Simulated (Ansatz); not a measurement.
# SiH+ (quintet): wave-function methods side by side, cc-pVTZ

How much of the correlation energy of SiH+ (quintet) does each wave-function method recover here?

Computed with Ansatz 0.2.0, Gaussian basis. Level: cc-pVTZ, core rule «outside noble gas», up to 5 orbitals frozen.

Plan: UHF; CCSD(T) on ROHF; CCSD(T) on UHF; BCCD(T) on ROHF; CISD; CCSDT(Q) on ROHF; CCSDT(Q) on UHF; CASSCF and MRCISD+Q, 4 electrons in 5 orbitals; CASSCF and NEVPT2, 4 electrons in 5 orbitals; Full CI.

20 further runs of the same task are left out: 3 for a known fault of the program, 6 that didn't finish, 11 set aside as unsound or not needed.

## Step 1: The system

The geometry is a PBE0/def2-TZVP stationary point (not a proven minimum) of the parent state, kept for this charge and spin.

2 atoms, charge 1, spin multiplicity 5.

Atoms are counted from 1 here; the program's logs count them from 0.

Bond lengths: Si1–H2 1.500 Å.

Coordinates:

```csv
atom,x (Å),y (Å),z (Å)
Si1,0.0000,0.0000,0.0000
H2,0.0000,0.0000,1.4995
```

## Step 2: UHF

in.yaml

```yaml
crystal:
  periodic: [false, false, false]
  atoms:
    - {symbol: Si, position_ang: [0.000000, 0.000000, 0.000000]}
    - {symbol: H, position_ang: [0.000000, 0.000000, 1.499536]}
basis:
  gaussian: {orbitals: cc-pVTZ}
total_charge: 1
magnetization: {spin_polarized: true, initial_magnetization: 4}
hamiltonian: {xc: hf}
output: {orbitals: {seedname: orbitals}}
```

Started as:

```console
$ ansatz run in.yaml --threads 1 --pin off --events-out ev --progress --plain --max-ram 2393MiB
```

Further steps of the session: CCSD(T) on ROHF; CCSD(T) on UHF; BCCD(T) on ROHF; CISD; CCSDT(Q) on ROHF; CCSDT(Q) on UHF; CASSCF and MRCISD+Q, 4 electrons in 5 orbitals; CASSCF and NEVPT2, 4 electrons in 5 orbitals; Full CI.

Q: Predict the results of all the runs planned. Wanted: FCI below the RHF energy; RMP2 from FCI; UMP2 from FCI; RCCSD from FCI; RCCSD(T) from FCI; UCCSD(T) from FCI; RCCSDT(Q) from FCI; UCCSDT(Q) from FCI; NEVPT2 valence from FCI.

As calculated:

| quantity | value |
| --- | --- |
| FCI below the RHF energy | -0.6912 eV |
| RMP2 from FCI | +20.9 kJ/mol |
| UMP2 from FCI | +20.6 kJ/mol |
| RCCSD from FCI | +1.2 kJ/mol |
| RCCSD(T) from FCI | +0.3 kJ/mol |
| UCCSD(T) from FCI | 0.0 kJ/mol |
| RCCSDT(Q) from FCI | 0.0 kJ/mol |
| UCCSDT(Q) from FCI | -0.4 kJ/mol |
| NEVPT2 valence from FCI | +28.0 kJ/mol |
| MRCISD+Q valence from FCI | +0.2 kJ/mol |
| levels within 1 kcal/mol (43 meV) | CISD, RCCSD, UCCSD, RCCSD(T), UCCSD(T), BCCD(T), RCCSDT, UCCSDT, RCCSDT(Q), UCCSDT(Q), MRCISD valence, MRCISD+Q valence |
| T1 diagnostic | 0.009 |
| effectively unpaired electrons | 4.00 |

**Reading.** RCCSD(T) misses by +0.3 kJ/mol, 0.5 % of the correlation energy. UCCSDT, UCCSDT(Q) fall below full CI: unrestricted runs freeze a spin-polarised core, another one than full CI's, and coupled cluster isn't variational. One determinant dominates. Of the multireference levels listed MRCISD+Q valence comes nearest in total energy (+0.2 kJ/mol), which doesn't show that its space is the better one. These misses are within one basis, not against nature; the frozen cores of restricted and unrestricted runs differ, which can shift their rows.
